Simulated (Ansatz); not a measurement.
Two structures of C$_{2}$H$_{5}$Al, closed shell, reached by relaxing down either side of one saddle point (PBE0-D4/def2-TZVP). Energies are electronic, without zero-point energy. Program: Ansatz 0.2.0. Basis: def2-TZVPP and def2-QZVPP. Cores are frozen in the correlated methods. Extrapolation: Hartree–Fock as exp(−7.88 √X), correlation as X^−2.97. First:

```
8
angstrom
Al -0.8500 -0.7210 -0.2789
H -0.8407 -1.4118 1.1598
H -0.1363 -1.4711 -1.4888
H -1.9795 0.3544 -0.6005
C 0.8848 1.0146 -0.2618
C 0.9818 0.5781 0.8563
H 0.8502 1.4458 -1.2376
H 1.0896 0.2110 1.8516
```

Second:

| atom | x (Å) | y (Å) | z (Å) |
| --- | --- | --- | --- |
| Al1 | -0.8524 | -0.5465 | -1.0830 |
| H2 | -0.3493 | 0.2042 | 1.7393 |
| H3 | -0.8049 | -0.8334 | -2.6438 |
| H4 | -2.1453 | -0.8855 | -0.2244 |
| C5 | 0.6484 | 0.2281 | -0.1326 |
| C6 | 0.5534 | 0.4488 | 1.1824 |
| H7 | 1.5892 | 0.5035 | -0.6094 |
| H8 | 1.3609 | 0.8810 | 1.7716 |

(1) Which bonds change from the first to the second?

(2) Give the saddle point's structure and its height above each. (To be estimated.)

No T1 diagnostic of these runs exceeds 0.019.

Results:

(1) C₂H₂ (C#C) + AlH₃ → C₂H₅Al ([CH2][CH][AlH2]); bonds formed: Al1–C5, H2–C6; bonds broken: Al1–H2.

(2) By the calculation: 0.490 eV above the first and 2.102 eV above the second (CCSD(T) at an estimated basis limit (MP2 extrapolated from triple and quadruple zeta, plus CCSD(T) − MP2 in triple zeta)).
Al1  (-0.799, -0.590, -0.442)
H2  (-0.465, -1.001, 1.110)
H3  (-0.254, -1.657, -1.483)
H4  (-2.149, 0.233, -0.575)
C5  (0.741, 0.880, -0.280)
C6  (0.793, 0.388, 0.850)
H7  (1.061, 1.566, -1.038)
H8  (1.071, 0.181, 1.860)
(Å)

Labels in which every atom is bracketed show which atoms are joined, not bond orders.

For scale, one of the runs: CCSD(T)/def2-TZVPP, 174 basis functions, launched by `ansatz run in.yaml --threads 2 --pin off --events-out ev --progress --plain --max-ram 4352MiB`. Hardware: 2 CPU threads of an AMD EPYC 7R13, shared host. Wall time 14 s; peak host memory 1.5 GiB.
